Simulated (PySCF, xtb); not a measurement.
Bonds broken one at a time in the series HO-X. Isolated molecules, 0 K electronic values unless said otherwise. One relaxed conformer stands for each flexible species; it need not be the lowest. Strings in code marks are SMILES.

Quantity: homolytic bond dissociation enthalpy at 298 K (no spin–orbit term), in kJ/mol. Thermal and zero-point terms are GFN2-xTB rigid-rotor harmonic values (xtb).

Case: O–Si bond of `O[SiH3]`, giving `[OH]` and `[SiH3]`. Geometry of `O[SiH3]` (neutral, multiplicity 1, Å):

```xyz
6

O      1.2389    -0.2768    -0.1293
Si    -0.3934    -0.0372    -0.0293
H      1.8203     0.3109     0.3587
H     -1.0055    -1.0812    -0.8740
H     -0.8808    -0.1662     1.3666
H     -0.7805     1.3066    -0.5263
```

Question: Give the homolytic bond dissociation enthalpy at 298 K (no spin–orbit term) at the level PBE-D3(BJ)/def2-TZVP // B3LYP-D3(BJ)/def2-TZVP (PySCF).

Answer: 503.9 kJ/mol.
